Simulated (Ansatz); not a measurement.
# B₂H₃S radical (SMILES B[B]S): single points off equilibrium

Aim: energy, forces and dipole at a structure displaced at random from a GFN2-xTB minimum, from CCSD(T) and from density functionals.

Method: single points in def2-TZVPP; program: Ansatz 0.2.0, Gaussian basis.

Cores are frozen in the correlated methods. Orbitals are unrestricted.

### 1 Starting geometry

SMILES `B[B]S`, 6 atoms, charge 0, spin multiplicity 2.

Atoms are counted from 1 here; the program's logs count them from 0.

Bond lengths: B1–B2 1.536 Å, B1–H4 1.179 Å, B1–H5 1.151 Å, B2–S3 1.719 Å, S3–H6 1.354 Å. Angles: B2–B1–H4 123.8°, B2–B1–H5 122.8°, H4–B1–H5 113.4°, B1–B2–S3 177.2°, B2–S3–H6 101.2°.

As a file:

```xyz
6
charge 0, multiplicity 2
B    -1.00930    0.26970   -0.57100
B     0.16420   -0.23740    0.28010
S     1.42220   -0.85000    1.27930
H    -1.28960   -0.16950   -1.62910
H    -1.69550    1.13110   -0.23630
H     2.46210   -0.07230    0.89740
```

### 2 CCSD(T)/def2-TZVPP

run/in.yaml reads:

```yaml
crystal:
  periodic: [false, false, false]
  atoms:
    - {symbol: B, position_ang: [-1.009300, 0.269700, -0.571000]}
    - {symbol: B, position_ang: [0.164200, -0.237400, 0.280100]}
    - {symbol: S, position_ang: [1.422200, -0.850000, 1.279300]}
    - {symbol: H, position_ang: [-1.289600, -0.169500, -1.629100]}
    - {symbol: H, position_ang: [-1.695500, 1.131100, -0.236300]}
    - {symbol: H, position_ang: [2.462100, -0.072300, 0.897400]}
basis:
  gaussian: {orbitals: def2-TZVPP}
magnetization: {spin_polarized: true, initial_magnetization: 1}
correlation: {method: ccsd_t}
scf: {omitted_lower_state_checks: [cluster_reference]}
output: {forces: true}
```

No record of the launch command was kept for these runs.

### 3 PBE0-D4/def2-TZVPP

run/in.yaml, as its differences from that of step 2:

```diff
@@ -12,4 +12,3 @@
 magnetization: {spin_polarized: true, initial_magnetization: 1}
-correlation: {method: ccsd_t}
-scf: {omitted_lower_state_checks: [cluster_reference]}
-output: {forces: true}
+hamiltonian: {xc: pbe0, dispersion: d4}
+output: {forces: true, orbitals: {seedname: orbitals}}
```

### 4 wB97M-V/def2-TZVPP

run/in.yaml, as its differences from that of step 3:

```diff
@@ -12,3 +12,3 @@
 magnetization: {spin_polarized: true, initial_magnetization: 1}
-hamiltonian: {xc: pbe0, dispersion: d4}
-output: {forces: true, orbitals: {seedname: orbitals}}
+hamiltonian: {xc: {name: wB97M-V}}
+output: {forces: true}
```

### 5 r2SCAN-D4/def2-TZVPP

run/in.yaml, as its differences from that of step 4:

```diff
@@ -12,3 +12,3 @@
 magnetization: {spin_polarized: true, initial_magnetization: 1}
-hamiltonian: {xc: {name: wB97M-V}}
+hamiltonian: {xc: r2scan, dispersion: d4}
 output: {forces: true}
```

### 6 PBE-D4/def2-TZVPP

run/in.yaml, as its differences from that of step 5:

```diff
@@ -12,3 +12,3 @@
 magnetization: {spin_polarized: true, initial_magnetization: 1}
-hamiltonian: {xc: r2scan, dispersion: d4}
+hamiltonian: {xc: pbe, dispersion: d4}
 output: {forces: true}
```

### 7 B97M-V/def2-TZVPP

run/in.yaml, as its differences from that of step 6:

```diff
@@ -12,3 +12,3 @@
 magnetization: {spin_polarized: true, initial_magnetization: 1}
-hamiltonian: {xc: pbe, dispersion: d4}
+hamiltonian: {xc: {name: B97M-V}}
 output: {forces: true}
```

### 8 BHLYP-D4/def2-TZVPP

run/in.yaml, as its differences from that of step 7:

```diff
@@ -12,3 +12,3 @@
 magnetization: {spin_polarized: true, initial_magnetization: 1}
-hamiltonian: {xc: {name: B97M-V}}
+hamiltonian: {xc: {name: BHLYP}, dispersion: d4}
 output: {forces: true}
```

(Steps that only read results are left out.)

Q: Predict the outcome of this session. Wanted: energy less free atoms, CCSD(T)/def2-TZVPP; RMS force component; RMS force error; HOMO and LUMO, PBE0-D4; T1 diagnostic.

**Answer**, as computed:

```
                                  quantity                                                                                           value
energy less free atoms, CCSD(T)/def2-TZVPP                                                                                  -1828.9 kJ/mol
                       RMS force component                                                            0.388 to 0.502 eV/Å over the methods
                           RMS force error  PBE0-D4 0.133, wB97M-V 0.103, r2SCAN-D4 0.147, PBE-D4 0.215, B97M-V 0.168, BHLYP-D4 0.143 eV/Å
                    HOMO and LUMO, PBE0-D4                                                                              -6.40 and -2.98 eV
                             T1 diagnostic                                                                                           0.018
```

What this shows: Against CCSD(T) the functionals' energies less atoms differ by -129.7 to -48.9 kJ/mol, PBE-D4 by -129.7 kJ/mol. The reference is not at the basis limit: in triple zeta CCSD(T) underbinds, which counts against methods that bind more; the gaps are no ranking. For forces wB97M-V does best and PBE-D4 worst. Frozen-core CCSD(T) forces in triple zeta carry basis errors of their own, and this is one geometry, so small gaps rank nothing.
